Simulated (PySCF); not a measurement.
## What binds SiH: the parts of the energy along the bond

State: ²Π, doublet, unpaired electrons π ↑. ROHF-based CCSD(T) in PySCF 2.14 with Si aug-cc-pV(T+d)Z, H aug-cc-pVTZ and Si aug-cc-pV(Q+d)Z, H aug-cc-pVQZ (frozen core orbitals: 5; no relativity). Correlation energies are extrapolated as n⁻³ (n = 3, 4), Hartree–Fock as (n+1)·exp(−9√n). CV is the change on freezing 1 orbitals instead, in Si cc-pwCVTZ, H cc-pVTZ. SR is the spin-free X2C energy in Si cc-pVTZ-DK, H cc-pVTZ-DK less the non-relativistic one in Si cc-pVTZ, H cc-pVTZ. All energies in eV from Si + H.

```tsv
R (Å)	HF/CBS	CCSD corr.	(T)	CV	SR	total
1.3546	-2.006	-0.912	-0.0124	-0.0081	0.0040	-2.935
1.4162	-2.178	-0.915	-0.0138	-0.0038	0.0043	-3.106
1.4778	-2.255	-0.920	-0.0154	-0.0006	0.0044	-3.187
1.5394	-2.260	-0.927	-0.0172	0.0019	0.0043	-3.198
1.6009	-2.210	-0.935	-0.0192	0.0037	0.0041	-3.156
1.6779	-2.089	-0.949	-0.0220	0.0052	0.0037	-3.051
1.7549	-1.924	-0.964	-0.0252	0.0061	0.0032	-2.904
```

A fit to the total gives Re = 1.5195 Å, De = 3.200 eV, ωe = 2049.8 cm⁻¹, Be = 7.505 cm⁻¹ (masses 27.9769 and 1.0078 u).

Task: At R = 1.5394 Å the CCSD correlation energy is -0.110732 hartree in the smaller basis and -0.113867 in the larger. Extrapolate it.

Result: (4³·E4 − 3³·E3)/(4³ − 3³) = -0.11615 hartree; the larger basis holds 98.0 % of it.

The T1 diagnostic is 0.023. The state was picked by a PBE0 search and need not be the measured ground state. Spin–orbit coupling, excitations beyond (T) and corrections to the Born–Oppenheimer picture are left out.
